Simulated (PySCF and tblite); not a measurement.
Results of a calculation; reference values are marked as such.
C4H6, numbered as in [CH2:1]=[CH:2][CH:3]=[CH2:4].

Geometries PBE0-D3(BJ)/def2-SVP; weights from PBE0-D3(BJ)/def2-TZVP energies and GFN2-xTB thermal corrections, with symmetry numbers and mirror pairs. Conformers within 4 kcal/mol (GFN2-xTB free energy) were kept, 5 at most. Programs: PySCF with density fitting and tblite.

Torsions listed: C1–C2–C3–C4. Of a mirror pair one member is shown.

```csv
conformer,shape,symmetry,dipole D
1,27°,C2 (pair),0.10
2,180°,C2h,0.00
```

(1) Which of these conformers is the most populated at 298.15 K, and with what share?

(2) Give the DFT energies and free energies relative to the lowest, and all weights.

(3) How does its share change from 200 K to 400 K?

Answers

(1) Conformer 2, about 99 %.

(2) 
```tsv
conformer	shape	E(DFT) kcal/mol	G(298.15 K) kcal/mol	weight %
1	27°	3.49	2.86	0.8
2	180°	0.00	0.00	99.2
```

(3) From 100 % to 97 %; the mixing entropy goes from 0.01 to 0.34 cal/(mol K).
